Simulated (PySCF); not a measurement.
C3H4FN.
SMILES: `C[C@@H](F)C#N`

Jobs on this species (9 atoms, 38 electrons) with PySCF (density fitting). Hardware of each: an Intel Xeon at 2.50 GHz with one thread, no GPU, on a shared host. Times come from a shared host and carry two figures at best. Peak memory is the resident size of the whole Python process, interpreter and libraries included.

Task: Rank these jobs by wall time, shortest first.
A. BHandHLYP/aug-pcX-1 (pcseg-1 on H); K-edge TDA, 32 lines; 185 basis functions
B. PBE0-D3(BJ)/def2-SVP, grid level 1; geometry optimisation from a GFN2-xTB start; 90 basis functions
C. PBE0/pcSseg-1, IEF-PCM chloroform; shieldings; 105 basis functions

Result: C (14 s), A (25 s), B (56 s).

All jobs:

| level and settings | work | basis functions | SCF cycles | wall time | peak memory |
| --- | --- | --- | --- | --- | --- |
| PBE0/pcSseg-1, IEF-PCM chloroform | shieldings | 105 | 14 | 14 s | 0.53 GiB |
| PBE0/pcSseg-1, IEF-PCM acetonitrile | shieldings, charges and field gradients | 105 | 13 | 20 s | 0.52 GiB |
| BHandHLYP/aug-pcX-1 (pcseg-1 on H) | K-edge TDA, 32 lines | 185 | 13 | 25 s | 0.75 GiB |
| CAM-B3LYP/def2-SVPD, IEF-PCM chloroform | 6 singlets by full TDDFT, polarisability | 135 | 14 | 27 s | 0.62 GiB |
| CAM-B3LYP/def2-SVPD, IEF-PCM acetonitrile | 6 singlets by full TDDFT, polarisability | 135 | 14 | 28 s | 0.62 GiB |
| CAM-B3LYP/def2-SVPD | 6 singlets by full TDDFT, polarisability, dynamic polarisability | 135 | 14 | 33 s | 0.61 GiB |
| PBE0-D3(BJ)/def2-SVP, grid level 1 | geometry optimisation from a GFN2-xTB start | 90 | 56 | 56 s | 0.39 GiB |

Task: What do all jobs in the table cost together?

Result: About 3.4 min; the longest takes about 28 % of that, and about 4 times as long as the shortest.
